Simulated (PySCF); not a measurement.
**FHO2S, a complex of two parts: interaction energy**

The task here is to estimate one member of a computed series from the others.

Computed with PySCF 2.14.0; each step states its level. No surroundings beyond the atoms listed, unless a continuum is named. Atoms count from 0, parts from 1.

## Starting point

5 atoms, charge 0, multiplicity 1; geometry: GFN2-xTB. Parts: 1 = atoms 0–2, `O=S=O`, charge 0; 2 = atoms 3–4, `F`, charge 0.

Set-up of the first run:

Job settings and geometry (Å):

```
{"job": {"xc": "PBE0", "basis": "def2-TZVPD", "d3": "d3bj", "grid": 3, "kind": "geom", "shake": 0.01}, "charge": 0, "multiplicity": 1, "parts": [{"atoms": "0-2", "charge": 0, "multiplicity": 1}, {"atoms": "3-4", "charge": 0, "multiplicity": 1}]}
O     -0.665397     0.431711     0.638006
S      0.004024    -0.309750    -0.377836
O      1.414399    -0.239196    -0.343482
F     -0.547104     2.005718     2.694349
H     -0.638575     1.429273     1.925415
```

Run with:

```
$ OMP_NUM_THREADS=1 python cluster_run.py task.json out
```

One launch serves the whole session: the jobs run in the order shown.

Among the steps run: Relaxing the molecule at PBE0-D3(BJ)/def2-TZVPD; Coupled-cluster interaction energy: CCSD(T) and MP2, 1.85 Å; Coupled-cluster interaction energy: CCSD(T) and MP2, 1.95 Å; Coupled-cluster interaction energy: CCSD(T) and MP2, 2.04 Å; Coupled-cluster interaction energy: CCSD(T) and MP2, 1.76 Å; Coupled-cluster interaction energy: CCSD(T) and MP2, 2.32 Å; Coupled-cluster interaction energy: CCSD(T) and MP2, 1.67 Å; Coupled-cluster interaction energy: CCSD(T) and MP2, 2.78 Å; Coupled-cluster interaction energy: CCSD(T) and MP2, 3.71 Å.

One of the session's tables, all rows but one given; the rest of the session is left out.

It belongs to the step «Coupled-cluster interaction energy: CCSD(T) and MP2, 3.71 Å». 

```
                 method  interaction energy (kcal/mol)
         HF/aug-cc-pVDZ                          -1.07
        MP2/aug-cc-pVDZ                          -0.90
       CCSD/aug-cc-pVDZ                          -0.97
    CCSD(T)/aug-cc-pVDZ                              ?
         HF/aug-cc-pVQZ                          -1.05
        MP2/aug-cc-pVQZ                          -0.88
    SCS-MP2/aug-cc-pVQZ                          -0.88
      MP2, extrapolated                          -0.89
CCSD(T), limit estimate                          -0.93
```

Q: Estimate the row for CCSD(T)/aug-cc-pVDZ from the others.

**Answer.** interaction energy (kcal/mol): -0.94. In the column «interaction energy (kcal/mol)» it lies between CCSD/aug-cc-pVDZ (-0.97) and CCSD(T), limit estimate (-0.93).
